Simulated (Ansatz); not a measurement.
`F[SiH]`, charge 0, multiplicity 1.

Problem. Give a relaxed structure at PBE0-D4/def2-TZVP (Ansatz 0.2.0). (Best estimate.)

Solution. The calculation gave: 
Bond lengths: F1–Si2 1.612 Å, Si2–H3 1.540 Å. Angles: F1–Si2–H3 96.3°.
Point group Cs.
